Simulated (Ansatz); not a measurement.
**AlP+ (sextet): wave-function methods side by side, cc-pVDZ**

Aim: climb from Hartree-Fock through coupled cluster for AlP+ (sextet) at one geometry and basis, and see what each rung misses.

Method: cc-pVDZ, core rule «outside noble gas», up to 10 orbitals frozen; program: Ansatz 0.2.0, Gaussian basis.

The runs, in order: UHF; CCSD(T) on ROHF; CCSD(T) on UHF; BCCD(T) on ROHF; CISD as a restricted active space (open shells left free, so some higher excitations enter); CCSDT(Q) on ROHF; CCSDT(Q) on UHF; Full CI.

12 further runs of the same task are left out: 4 for a known fault of the program, 1 that didn't finish, 7 set aside as unsound or not needed. Runs told in other sessions of the task aren't counted.

## Step 1: The geometry

The geometry is a PBE0/def2-TZVP stationary point (not a proven minimum) of the parent state, kept for this charge and spin.

2 atoms, charge 1, spin multiplicity 6.

Atoms are counted from 1 here; the program's logs count them from 0.

Bond lengths: Al1–P2 2.460 Å.

As a file:

```
Al    0.00000    0.00000    0.00000
P     0.00000    0.00000    2.45980
```

In the tables R marks a restricted open-shell determinant and U an unrestricted one; energies count from the table's Hartree-Fock row.

## Step 2: UHF

in.yaml reads:

```yaml
crystal:
  periodic: [false, false, false]
  atoms:
    - {symbol: Al, position_ang: [0.000000, 0.000000, 0.000000]}
    - {symbol: P, position_ang: [0.000000, 0.000000, 2.459800]}
basis:
  gaussian: {orbitals: cc-pVDZ}
total_charge: 1
magnetization: {spin_polarized: true, initial_magnetization: 5}
hamiltonian: {xc: hf}
output: {orbitals: {seedname: orbitals}}
```

On the command line:

```bash
ansatz run in.yaml --threads 1 --pin off --events-out ev --progress --plain --max-ram 2393MiB
```

Standard output:

```text
Functional definition: HF
  name "HF"
  cite "Fock, Z. Phys. 61, 126 (1930) doi:10.1007/BF01340294"
  parent pbe
  exchange = exact_x
  correlation = 0
374 factors; integrals over basis functions are off by at most 8.3e-4 eV
mean field evaluation 1: about -15843.1221 eV, gradient 6.2e0 eV
mean field evaluation 2: about -15843.2940 eV, gradient 6.0e0 eV
mean field evaluation 4: about -15843.8565 eV, gradient 7.3e-1 eV
mean field evaluation 8: about -15843.8759 eV, gradient 1.4e-2 eV
mean field evaluation 16: about -15843.7766 eV, gradient 2.0e0 eV
mean field -15843.87594029 eV, -582.2517014407 hartree, gradient 6.9e-5 eV, S^2 8.751162; 0 other end points of the search recorded, 0 dependent functions left out
reference -15843.87594029 eV, -582.2517014407 hartree; 16, 11 occupied and 20, 25 virtual orbitals, 374 factors
Total energy: -15843.87594029 eV, -582.2517014407 hartree
```

Wall time 0.21 s (1 thread of Arm Neoverse V2, shared host).

From the report: ⟨S²⟩ of the determinant 8.751 (pure sextet: 8.75).

## Step 3: CCSD(T) on ROHF

in.yaml reads:

```yaml
crystal:
  periodic: [false, false, false]
  atoms:
    - {symbol: Al, position_ang: [0.000000, 0.000000, 0.000000]}
    - {symbol: P, position_ang: [0.000000, 0.000000, 2.459800]}
basis:
  gaussian: {orbitals: cc-pVDZ}
total_charge: 1
magnetization: {spin_polarized: false, initial_magnetization: 5}
correlation: {method: ccsd_t, electrons: outside_noble_gas}
output: {forces: true}
```

Launched as before.

Standard output, cut to the lines that bear on the results:

```text
Functional definition: HF
  name "HF"
  cite "Fock, Z. Phys. 61, 126 (1930) doi:10.1007/BF01340294"
  parent pbe
[...]
374 factors; integrals over basis functions are off by at most 8.3e-4 eV
[...]
mean field -15843.86072870 eV, -582.2511424252 hartree, gradient 5.3e-6 eV, S^2 8.750000; 3 other end points of the search recorded, 0 dependent functions left out
determinant -15843.86072870 eV, -582.2511424252 hartree, with singles and doubles -15846.35481421 eV, -582.3427983771 hartree
determinant -15841.05608106 eV, -582.1480735257 hartree, with singles and doubles -15843.69937786 eV, -582.2452128910 hartree
10 core orbitals not correlated: weight in the atoms' cores, before any rotation towards them, 1.000 or more for the frozen orbitals, at most 0.000 for the correlated occupied ones
reference -15843.86072870 eV, -582.2511424252 hartree; 6, 1 occupied and 20, 25 virtual orbitals, 374 factors
second order -1.92629007 eV of doubles, -0.00996954 eV of singles
cycle   1  -2.49412482 eV  change   -3.9e-5 eV  update   2.8e-4
[...]
cycle   6  -2.49414908 eV  change   -4.9e-6 eV  update   1.2e-6
perturbative correction -0.05491464 eV, -0.0020180759 hartree
[...]
Total energy: -15846.40979242 eV, -582.3448187892 hartree
Atom 0 at     0.000000     0.000000     0.000000 Å, force    -0.000000    -0.000000    -1.345405 eV/Å
Atom 1 at     0.000000     0.000000     2.459800 Å, force     0.000000     0.000000     1.345405 eV/Å
Dipole moment:     0.000000     0.000000    -0.202478 e Å
```

It took 1.1 s on 1 thread of Arm Neoverse V2, shared host.

From the report: correlation -2.5491 eV; T1 0.017; largest double amplitude 0.04.

## Step 4: CCSD(T) on UHF

in.yaml: that of step 3 with these lines changed.

```diff
@@ -8,3 +8,3 @@
 total_charge: 1
-magnetization: {spin_polarized: false, initial_magnetization: 5}
+magnetization: {spin_polarized: true, initial_magnetization: 5}
 correlation: {method: ccsd_t, electrons: outside_noble_gas}
```

Launched as before.

Standard output, cut to the lines that bear on the results:

```text
Functional definition: HF
  name "HF"
  cite "Fock, Z. Phys. 61, 126 (1930) doi:10.1007/BF01340294"
  parent pbe
[...]
374 factors; integrals over basis functions are off by at most 8.3e-4 eV
[...]
mean field -15843.87594029 eV, -582.2517014407 hartree, gradient 4.9e-6 eV, S^2 8.751162; 3 other end points of the search recorded, 0 dependent functions left out
determinant -15843.87594029 eV, -582.2517014407 hartree, with singles and doubles -15846.35570561 eV, -582.3428311354 hartree
determinant -15841.07140723 eV, -582.1486367519 hartree, with singles and doubles -15843.70065686 eV, -582.2452598936 hartree
10 core orbitals not correlated: weight in the atoms' cores, before any rotation towards them, 1.000 or more for the frozen orbitals, at most 0.000 for the correlated occupied ones
reference -15843.87594029 eV, -582.2517014407 hartree; 6, 1 occupied and 20, 25 virtual orbitals, 374 factors
second order -1.91919208 eV of doubles, -0.00000000 eV of singles
cycle   1  -2.47980324 eV  change   -3.8e-5 eV  update   2.8e-4
[...]
cycle   6  -2.47982482 eV  change   -4.9e-6 eV  update   1.2e-6
perturbative correction -0.05510832 eV, -0.0020251935 hartree
[...]
Total energy: -15846.41087343 eV, -582.3448585154 hartree
Atom 0 at     0.000000     0.000000     0.000000 Å, force     0.000000    -0.000000    -1.345764 eV/Å
Atom 1 at     0.000000     0.000000     2.459800 Å, force     0.000000     0.000000     1.345764 eV/Å
Dipole moment:     0.000000     0.000000    -0.202631 e Å
```

Wall time 0.99 s (1 thread of Arm Neoverse V2, shared host).

From the report: ⟨S²⟩ of the determinant 8.751 (pure sextet: 8.75); correlation -2.5349 eV; T1 0.017; largest double amplitude 0.04.

## Step 5: BCCD(T) on ROHF

in.yaml reads:

```yaml
crystal:
  periodic: [false, false, false]
  atoms:
    - {symbol: Al, position_ang: [0.000000, 0.000000, 0.000000]}
    - {symbol: P, position_ang: [0.000000, 0.000000, 2.459800]}
basis:
  gaussian: {orbitals: cc-pVDZ}
total_charge: 1
magnetization: {spin_polarized: false, initial_magnetization: 5}
correlation: {method: bccd_t, electrons: outside_noble_gas}
```

Launched as before.

Standard output, cut to the lines that bear on the results:

```text
Functional definition: HF
  name "HF"
  cite "Fock, Z. Phys. 61, 126 (1930) doi:10.1007/BF01340294"
  parent pbe
[...]
374 factors; integrals over basis functions are off by at most 8.3e-4 eV
[...]
mean field -15843.86072870 eV, -582.2511424252 hartree, gradient 5.3e-6 eV, S^2 8.750000; 3 other end points of the search recorded, 0 dependent functions left out
determinant -15843.86072870 eV, -582.2511424252 hartree, with singles and doubles -15846.35481421 eV, -582.3427983771 hartree
determinant -15841.05608106 eV, -582.1480735257 hartree, with singles and doubles -15843.69937786 eV, -582.2452128910 hartree
10 core orbitals not correlated: weight in the atoms' cores, before any rotation towards them, 1.000 or more for the frozen orbitals, at most 0.000 for the correlated occupied ones
reference -15843.86072870 eV, -582.2511424252 hartree; 6, 1 occupied and 20, 25 virtual orbitals, 374 factors
second order -1.92629007 eV of doubles, -0.00996954 eV of singles
cycle   1  -2.49451117 eV  change   -4.3e-4 eV  update   3.6e-3
[...]
cycle   7  -2.49351384 eV  change   -2.8e-7 eV  update   4.0e-6
perturbative correction -0.05559474 eV, -0.0020430689 hartree
Total energy: -15846.40983727 eV, -582.3448204374 hartree
```

It took 0.78 s on 1 thread of Arm Neoverse V2, shared host.

From the report: correlation -2.5491 eV; largest double amplitude 0.04.

## Step 6: CISD as a restricted active space (open shells left free, so some higher excitations enter)

in.yaml: that of step 5 with these lines changed.

```diff
@@ -9,2 +9,2 @@
 magnetization: {spin_polarized: false, initial_magnetization: 5}
-correlation: {method: bccd_t, electrons: outside_noble_gas}
+correlation: {active_space: {ras: {orbitals: [1, 5, 20], electrons: 7, max_holes: 2, max_particles: 2}, fixed_orbitals: true}}
```

Launched as before.

Standard output:

```text
Functional definition: HF
  name "HF"
  cite "Fock, Z. Phys. 61, 126 (1930) doi:10.1007/BF01340294"
  parent pbe
  exchange = exact_x
  correlation = 0
374 factors; integrals over basis functions are off by at most 8.3e-4 eV
mean field evaluation 1: about -15842.9828 eV, gradient 6.5e0 eV
mean field evaluation 2: about -15843.1229 eV, gradient 6.6e0 eV
mean field evaluation 4: about -15843.8450 eV, gradient 4.7e-1 eV
mean field evaluation 8: about -15843.8590 eV, gradient 2.2e-1 eV
mean field evaluation 16: about -15843.8607 eV, gradient 5.3e-6 eV
mean field evaluation 32: about -15843.1201 eV, gradient 6.6e0 eV
mean field -15843.86072870 eV, -582.2511424252 hartree, gradient 5.3e-6 eV, S^2 8.750000; 2 other end points of the search recorded, 0 dependent functions left out
reference -15843.86072870 eV, -582.2511424252 hartree; 16, 11 occupied and 20, 25 virtual orbitals, 374 factors
state -15846.32419730 eV, -582.3416732265 hartree
Total energy: -15846.32419730 eV, -582.3416732265 hartree
```

Wall time 0.81 s (1 thread of Arm Neoverse V2, shared host).

From the report: 5,196 determinants.

## Step 7: CCSDT(Q) on ROHF

in.yaml: that of step 6 with these lines changed.

```diff
@@ -9,2 +9,2 @@
 magnetization: {spin_polarized: false, initial_magnetization: 5}
-correlation: {active_space: {ras: {orbitals: [1, 5, 20], electrons: 7, max_holes: 2, max_particles: 2}, fixed_orbitals: true}}
+correlation: {method: ccsdt_q, electrons: outside_noble_gas}
```

Launched as before.

Standard output, cut to the lines that bear on the results:

```text
Functional definition: HF
  name "HF"
  cite "Fock, Z. Phys. 61, 126 (1930) doi:10.1007/BF01340294"
  parent pbe
[...]
658 factors; integrals over basis functions are off by at most 1.0e-7 eV
[...]
mean field -15843.86079301 eV, -582.2511447887 hartree, gradient 5.4e-6 eV, S^2 8.750000; 3 other end points of the search recorded, 0 dependent functions left out
determinant -15843.86079301 eV, -582.2511447887 hartree, with singles and doubles -15846.35486863 eV, -582.3428003772 hartree
determinant -15841.05613947 eV, -582.1480756719 hartree, with singles and doubles -15843.69942649 eV, -582.2452146781 hartree
10 core orbitals not correlated: weight in the atoms' cores, before any rotation towards them, 1.000 or more for the frozen orbitals, at most 0.000 for the correlated occupied ones
reference -15843.86079301 eV, -582.2511447887 hartree; 6, 1 occupied and 20, 25 virtual orbitals, 658 factors
second order -1.92628107 eV of doubles, -0.00996941 eV of singles
cycle   1  -2.34195448 eV  change   -4.1e-1 eV  update   5.6e-2
[...]
cycle  13  -2.56442576 eV  change    1.0e-7 eV  update   5.4e-7
perturbative correction -0.00335734 eV, -0.0001233800 hartree
Total energy: -15846.42857611 eV, -582.3455090770 hartree
```

It took 2.7 s on 1 thread of Arm Neoverse V2, shared host.

From the report: correlation -2.5678 eV; T1 0.018; largest double amplitude 0.04.

## Step 8: CCSDT(Q) on UHF

in.yaml: that of step 7 with these lines changed.

```diff
@@ -8,3 +8,3 @@
 total_charge: 1
-magnetization: {spin_polarized: false, initial_magnetization: 5}
+magnetization: {spin_polarized: true, initial_magnetization: 5}
 correlation: {method: ccsdt_q, electrons: outside_noble_gas}
```

Same command.

Standard output, cut to the lines that bear on the results:

```text
Functional definition: HF
  name "HF"
  cite "Fock, Z. Phys. 61, 126 (1930) doi:10.1007/BF01340294"
  parent pbe
[...]
658 factors; integrals over basis functions are off by at most 1.0e-7 eV
[...]
mean field -15843.87600438 eV, -582.2517037959 hartree, gradient 4.9e-6 eV, S^2 8.751162; 3 other end points of the search recorded, 0 dependent functions left out
determinant -15843.87600438 eV, -582.2517037959 hartree, with singles and doubles -15846.35576023 eV, -582.3428331427 hartree
determinant -15841.07146565 eV, -582.1486388987 hartree, with singles and doubles -15843.70070518 eV, -582.2452616694 hartree
10 core orbitals not correlated: weight in the atoms' cores, before any rotation towards them, 1.000 or more for the frozen orbitals, at most 0.000 for the correlated occupied ones
reference -15843.87600438 eV, -582.2517037959 hartree; 6, 1 occupied and 20, 25 virtual orbitals, 658 factors
second order -1.91918353 eV of doubles, -0.00000000 eV of singles
cycle   1  -2.32348805 eV  change   -4.0e-1 eV  update   5.6e-2
[...]
cycle  13  -2.55028486 eV  change    1.5e-8 eV  update   5.3e-7
perturbative correction -0.00336512 eV, -0.0001236659 hartree
Total energy: -15846.42965435 eV, -582.3455487016 hartree
```

Wall time 2.5 s (1 thread of Arm Neoverse V2, shared host).

From the report: ⟨S²⟩ of the determinant 8.751 (pure sextet: 8.75); correlation -2.5536 eV; T1 0.018; largest double amplitude 0.04.

## Step 9: Full CI

in.yaml: that of step 8 with these lines changed.

```diff
@@ -8,3 +8,3 @@
 total_charge: 1
-magnetization: {spin_polarized: true, initial_magnetization: 5}
-correlation: {method: ccsdt_q, electrons: outside_noble_gas}
+magnetization: {spin_polarized: false, initial_magnetization: 5}
+correlation: {method: fci, electrons: outside_noble_gas}
```

Launched as before.

Standard output:

```text
Functional definition: HF
  name "HF"
  cite "Fock, Z. Phys. 61, 126 (1930) doi:10.1007/BF01340294"
  parent pbe
  exchange = exact_x
  correlation = 0
658 factors; integrals over basis functions are off by at most 1.0e-7 eV
mean field evaluation 1: about -15842.9816 eV, gradient 6.5e0 eV
mean field evaluation 2: about -15843.1229 eV, gradient 6.6e0 eV
mean field evaluation 4: about -15843.8451 eV, gradient 4.7e-1 eV
mean field evaluation 8: about -15843.8591 eV, gradient 2.2e-1 eV
mean field evaluation 16: about -15843.8608 eV, gradient 5.4e-6 eV
mean field evaluation 32: about -15843.1195 eV, gradient 6.6e0 eV
mean field -15843.86079301 eV, -582.2511447887 hartree, gradient 5.4e-6 eV, S^2 8.750000; 2 other end points of the search recorded, 0 dependent functions left out
10 core orbitals not correlated: weight in the atoms' cores, before any rotation towards them, 1.000 or more for the frozen orbitals, at most 0.000 for the correlated occupied ones
reference -15843.86079301 eV, -582.2511447887 hartree; 6, 1 occupied and 20, 25 virtual orbitals, 658 factors
state -15846.42944216 eV, -582.3455409037 hartree
Total energy: -15846.42944216 eV, -582.3455409037 hartree
```

It took 74 s on 1 thread of Arm Neoverse V2, shared host; peak memory 0.42 GiB.

From the report: 1,496,572 determinants, symmetry B2.

## Step 10: Natural occupations

Natural occupations of the FCI state about the gap (report; correlated orbitals 1 to 10): 1.941, 0.998, 0.993, 0.988, 0.986, 0.986, 0.019, 0.015, 0.014, 0.010. The count of effectively unpaired electrons, Σ n²(2 − n)², is 5.02; a single determinant of this spin has 5.

## Step 11: The ladder

The yardstick is full CI for this spin, exact in this basis with these frozen cores. Rows without a time are mean-field rows or come out of runs for another level: lower rungs of the coupled-cluster runs, or the Hartree-Fock search. The times of RCCSD(T), UCCSD(T) include forces.

Differences are taken before rounding.

```csv
method,energy from the lowest ROHF (kJ/mol),from FCI (kJ/mol),time
ROHF,0.0,+247.8,
UHF,-1.5,+246.4,
RMP2,-186.8,+61.0,
UMP2,-186.6,+61.2,
CISD,-237.7,+10.2,0.81 s
RCCSD,-240.6,+7.2,
UCCSD,-240.7,+7.1,
RCCSD(T),-245.9,+1.9,1.1 s
UCCSD(T),-246.1,+1.8,0.99 s
BCCD(T),-246.0,+1.9,0.78 s
RCCSDT,-247.4,+0.4,
UCCSDT,-247.5,+0.3,
RCCSDT(Q),-247.8,+0.1,2.7 s
UCCSDT(Q),-247.9,0.0,2.5 s
FCI,-247.8,0,74 s
```

Among the levels timed on like hardware and quicker than the yardstick, those that no quicker one beats, quickest first: BCCD(T) (0.78 s, +1.9 kJ/mol); UCCSD(T) (0.99 s, +1.8 kJ/mol); UCCSDT(Q) (2.5 s, 0.0 kJ/mol).

## Step 12: Outcome

| quantity | value |
| --- | --- |
| FCI from the ROHF energy | -2.5687 eV |
| RMP2 from FCI | +61.0 kJ/mol |
| UMP2 from FCI | +61.2 kJ/mol |
| RCCSD from FCI | +7.2 kJ/mol |
| RCCSD(T) from FCI | +1.9 kJ/mol |
| UCCSD(T) from FCI | +1.8 kJ/mol |
| RCCSDT(Q) from FCI | +0.1 kJ/mol |
| UCCSDT(Q) from FCI | 0.0 kJ/mol |
| levels within 1 kcal/mol (43 meV) | RCCSD(T), UCCSD(T), BCCD(T), RCCSDT, UCCSDT, RCCSDT(Q), UCCSDT(Q) |
| T1 diagnostic | 0.017 |
| effectively unpaired electrons | 5.02 |

In words: RCCSD(T) lands +1.9 kJ/mol from the yardstick (0.8 % of the correlation energy). One determinant dominates. These misses are within one basis, not against nature; the frozen cores of restricted and unrestricted runs differ, which can shift their rows.

Levels on UHF freeze UHF's core orbitals, full CI those of ROHF, so the U rows can settle a little off it for that reason alone.

With open shells the CI space here admits some higher excitations, so it is larger than plain CISD.

UCCSDT(Q) reaches 0.0 kJ/mol from the reference in 2.5 s, where FCI took 74 s; the quickest level in the cost chart, BCCD(T), takes 0.78 s and misses by 1.9 kJ/mol.
